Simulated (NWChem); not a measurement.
Species: nitrous oxide (N2O); SMILES N#[N+][O-]

Computed with NWChem. Coordinates come from a PBE-D3(BJ)/def2-SVP optimisation. Vertical excitations in the gas phase; the lowest state need not have the same character in each row.

```tsv
level	lowest excitation, singlet (eV)	oscillator strength of that lowest state	lowest triplet (eV)	orbital gap (eV)
PBE/aug-cc-pVDZ, TDA	___	0.000	___	___
B3LYP/aug-cc-pVDZ, TDA	6.45	0.000	5.29	8.58
CAM-B3LYP/aug-cc-pVDZ, TDA	6.34	0.000	5.19	11.66
Hartree-Fock/aug-cc-pVDZ, CIS	6.29	0.000	4.59	15.52
```

Question: Fill in the missing entries.

Answer: 
- PBE/aug-cc-pVDZ, TDA, lowest excitation, singlet (eV): 6.63
- PBE/aug-cc-pVDZ, TDA, lowest triplet (eV): 5.50
- PBE/aug-cc-pVDZ, TDA, orbital gap (eV): 6.63
